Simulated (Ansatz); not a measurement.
Calculation: frozen-core CCSD(T)/cc-pVTZ // B3LYP-D3(BJ)/def2-TZVP in Ansatz (a first-principles code).

Ansatz 0.2 input:
```yaml
crystal:
  periodic: [false, false, false]
  atoms:
    - { symbol: Si, position_ang: [-0.00126, -0.000803, 0.34122] }
    - { symbol: H, position_ang: [-0.527391, 1.309115, -0.11262] }
    - { symbol: H, position_ang: [1.397816, -0.197065, -0.109038] }
    - { symbol: H, position_ang: [-0.869164, -1.111248, -0.119561] }
basis:
  gaussian: { orbitals: cc-pVTZ }
correlation:
  method: ccsd_t
magnetization:
  spin_polarized: true
  initial_magnetization: 1
```

Output:

```
Functional definition: HF
429 factors; integrals over basis functions are off by at most 8.1e-4 eV
mean field evaluation 1: about -7907.9931 eV, gradient 7.2e0 eV
mean field evaluation 2: about -7907.9964 eV, gradient 7.2e0 eV
mean field evaluation 4: about -7908.7184 eV, gradient 6.2e-1 eV
mean field evaluation 8: about -7908.7269 eV, gradient 1.8e-3 eV
mean field evaluation 16: about -7908.7269 eV, gradient 5.8e-6 eV
mean field -7908.72692493 eV, -290.6403537634 hartree, gradient 5.8e-6 eV, S^2 0.754961; 0 other end points of the search recorded, 0 dependent functions left out
5 core orbitals not correlated
reference -7908.72692493 eV, -290.6403537634 hartree; 4, 3 occupied and 67, 68 virtual orbitals, 429 factors
second order -3.17005024 eV of doubles, -0.00000000 eV of singles
cycle   1  -3.67799853 eV  change   -5.1e-1 eV  update   5.4e-2
cycle   2  -3.87512245 eV  change   -2.0e-1 eV  update   2.1e-2
cycle   3  -3.88263995 eV  change   -7.5e-3 eV  update   5.8e-3
cycle   4  -3.88207437 eV  change    5.7e-4 eV  update   1.9e-3
cycle   5  -3.88167800 eV  change    4.0e-4 eV  update   7.5e-4
cycle   6  -3.88176067 eV  change   -8.3e-5 eV  update   2.5e-4
cycle   7  -3.88184599 eV  change   -8.5e-5 eV  update   7.5e-5
cycle   8  -3.88184657 eV  change   -5.8e-7 eV  update   2.2e-5
cycle   9  -3.88184015 eV  change    6.4e-6 eV  update   6.8e-6
perturbative correction -0.09523120 eV, -0.0034996822 hartree
Total energy: -7912.70399628 eV, -290.7865084398 hartree
```

Cost: roughly 2.7 core-seconds.
